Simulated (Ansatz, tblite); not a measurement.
Removing an electron: B(CO)H3 (CH₃BO). Charge 0, multiplicity 1. Geometry: PBE-D4/def2-TZVP. Ansatz, gas phase; energy differences of separate SCF runs; the oxidised species was run as a doublet alone.

```xyz
6

B     0.228   -0.467    0.114
C    -0.416    0.850   -0.221
O    -0.906    1.855   -0.463
H     1.228   -0.175    0.743
H     0.467   -1.000   -0.952
H    -0.600   -1.062    0.778
```

The xTB rows come from tblite. HSE06 is defined as in plane-wave codes, on full-range PBE exchange. Correlated methods freeze 3 core orbitals. HOMO above LUMO, or a gap near zero within one spin, warns that the state may not be the lowest or that an electron is smeared out.

```tsv
level	−HOMO (eV)	vertical IE (eV)	−LUMO (eV)	HOMO–LUMO gap (eV)	remarks
GFN1-xTB	12.92	16.66	8.52	4.40	–
GFN2-xTB	11.14	14.81	7.38	3.76	–
HF/def2-TZVPP	–	11.42	–	–	–
PBE-D4/def2-TZVP	8.29	12.01	2.55	5.73	gap within one spin near zero (+1 doublet)
r2SCAN-D4/def2-TZVP	8.61	12.09	2.35	6.26	–
B97M-V/def2-TZVP	8.64	12.27	2.32	6.32	–
PBE0-D4/def2-TZVP	9.59	12.16	1.52	8.07	–
HSE06-D4/def2-TZVP	9.18	12.16	1.91	7.28	–
BHLYP-D4/def2-TZVP	10.84	12.21	0.40	10.44	–
B2PLYP/def2-TZVP	–	12.13	–	–	–
MP2/def2-TZVPP	–	12.23	–	–	–
CCSD/def2-TZVPP	–	12.18	–	–	–
CCSD(T)/def2-TZVPP	–	12.19	–	–	–
```

Run but left out: LDA (SPW92)/def2-TZVP (charge +1 doublet: an occupied level 0.12 eV above an empty one).  Raw xTB energy differences between charge states are shifted by several eV; the methods need an empirical correction for them.
